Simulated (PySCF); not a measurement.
3-chlorothiophene (s1ccc(Cl)c1, C₄H₃ClS)

Geometry:
| atom | x (Å) | y (Å) | z (Å) |
| --- | --- | --- | --- |
| Cl1 | 2.338 | -0.917 | 0.719 |
| C2 | 0.860 | -0.191 | 0.232 |
| C3 | -0.349 | -0.919 | 0.108 |
| C4 | -1.374 | -0.117 | -0.291 |
| S5 | -0.870 | 1.497 | -0.511 |
| C6 | 0.735 | 1.132 | -0.070 |
| H7 | -0.435 | -1.978 | 0.307 |
| H8 | -2.402 | -0.394 | -0.466 |
| H9 | 1.501 | 1.890 | -0.052 |

Method used: quadratic response CAM-B3LYP/def2-TZVPD first hyperpolarisability, Taylor convention, gas phase (PySCF 2.14.0). Geometry: PBE0-D3(BJ)/def2-TZVP.

(1) Give the tensor of the second harmonic β(−2ω;ω,ω) at 1907 nm in the axes of these coordinates.

## Answers

(1) In au, Taylor convention; rows are the first index (the induced dipole):
```
      xx     yy     zz     xy     xz     yz
x  +34.1  +43.2  +26.2  -40.9   +4.4   -7.7
y  -39.8  -56.5  -25.0  +44.3   -7.6  +12.3
z   +4.2  +12.1  +32.4   -7.9  +26.2  -24.7
```
Norm of βᵢ = ⅓ Σⱼ (βᵢⱼⱼ + βⱼᵢⱼ + βⱼⱼᵢ): 167.6 au, hyper-Rayleigh value 64.2 au.
